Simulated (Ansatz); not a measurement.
`CN1C=C1` → `C1=CN1` + `[CH2]` (triplet) at 400 K and 1 bar (formal loss of a carbene).

Gas-phase electronic energies from Ansatz, PBE0-D4/def2-TZVP geometries. CCSD(T)/CBS is the MP2 limit (def2-TZVPP, def2-QZVPP) plus CCSD(T) − MP2 in def2-TZVPP, frozen cores. This one scheme is used for every species. Triplets are unrestricted, without spin–orbit coupling.

| species | CCSD(T)/CBS energy (Eh) | H − E (kJ/mol) | S (J/(mol·K)) |
| --- | --- | --- | --- |
| `CN1C=C1` | -171.72017 | 210.6 | 305.0 |
| `C1=CN1` | -132.46664 | 132.8 | 265.7 |
| `[CH2]` (triplet) | -39.09499 | 59.0 | 205.7 |

H − E and S are ideal-gas, rigid-rotor, harmonic terms from PBE0-D4/def2-TZVP, with the whole ground term of open shells counted as degenerate. 1 Eh = 2625.50 kJ/mol, R = 8.31446 J/(mol·K).

By hand: ΔE, ΔH, ΔS and ΔG.

ΔE = (-132.46664) + (-39.09499) − (-171.72017) = 0.15854 Eh = 416.2 kJ/mol. Δ(H − E) = 132.8 + 59.0 − 210.6 = -18.8, so ΔH = 397.4 kJ/mol. ΔS = 265.7 + 205.7 − 305.0 = 166.4 J/(mol·K). ΔG = 397.4 − 400 × (166.4)/1000 = 330.8 kJ/mol.

By hand: the equilibrium constant, and the temperature at which ΔG would vanish if ΔH and ΔS stayed fixed.

log₁₀ K = −ΔG/(RT ln 10) = -43.2. ΔG = 0 at ΔH/ΔS = 2388 K.

The number of gas molecules changes by +1, which sets the sign of ΔS. A doubt of 5 kJ/mol in ΔE shifts log₁₀ K by 0.7 here. A triplet takes part, so the spin changes. These are equilibria of isolated gas molecules and say nothing of rates. Largest T1 diagnostic: 0.011 (customary marks: 0.02 for closed shells, 0.045 for open ones).
